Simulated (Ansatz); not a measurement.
Input for Ansatz (development build ahead of 0.2.0):

```yaml
crystal:
  periodic: [false, false, false]
  atoms:
    - { symbol: "N", position_ang: [-0.00954, 0.41845, -0.3381] }
    - { symbol: H, position_ang: [0.0353, 1.32009, 0.20007] }
    - { symbol: O, position_ang: [0.04475, -0.53823, 0.28696] }
basis:
  gaussian: { orbitals: cc-pVDZ }
hamiltonian:
  xc: hf
correlation:
  method: mp2
  frozen_orbitals: { H: 0, "N": 1, O: 1 }
```

The input is written out in the form of the current development build from the run's settings.

The run gave:

| Quantity | Value |
| --- | --- |
| Converged | yes |
| Reference energy | -129.79782 hartree |
| Correlation energy | -0.33791 hartree |
| Total energy | -130.13572 hartree |
| Spin squared of the determinant | 0.000 |
